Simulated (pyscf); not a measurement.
H₂N–SiH•–F + hydrogen (H₂) -> H₂N–SiH₂–F + H atom (H•), a hydrogen abstraction (doublet surface; H–H broken, H–Si formed). PySCF, gas phase, ωB97X-D3(BJ)/def2-SVP geometries. Energies in kcal/mol from the separated reactants.

Small-basis levels: PySCF, no dispersion term, spherical d functions. AM1 to PM7: differences of heats of formation from MOPAC, which are fitted to 298 K values and so differ in kind from electronic energies by zero-point and thermal terms. GFN2-xTB: tblite. Open shells are spin-unrestricted. 

```json
[
 {"level": "HF/STO-3G", "barrier": "25.9", "reaction energy": "+8.9"},
 {"level": "HF/3-21G", "barrier": "16.4", "reaction energy": "+3.1"},
 {"level": "HF/6-31G*", "barrier": "15.7", "reaction energy": "-1.6"},
 {"level": "BP86/6-31G*", "barrier": "?", "reaction energy": "+13.5"},
 {"level": "B3LYP/6-311+G**", "barrier": "14.0", "reaction energy": "+12.3"},
 {"level": "GFN2-xTB", "barrier": "-4.2", "reaction energy": "-16.3"},
 {"level": "PM6", "barrier": "14.2", "reaction energy": "+32.1"},
 {"level": "ωB97M-D3(BJ)/def2-TZVP", "barrier": "?", "reaction energy": "+6.7"}
]
```

Problem. Complete the blanks.

Solution. 
- BP86/6-31G*, barrier: 12.0
- ωB97M-D3(BJ)/def2-TZVP, barrier: 12.9

Against the last row the barrier runs from -17.1 (GFN2-xTB) to +12.9 kcal/mol (HF/STO-3G). At BP86/6-31G*, GFN2-xTB, PM6 this geometry lies under one side, so the entry may be no barrier of that level: it is a single point on another level's saddle. ωB97M-D3(BJ)/def2-TZVP has limits of its own. One saddle was located; it need not be the lowest between these sides. The angle at the transferred H is 176°.
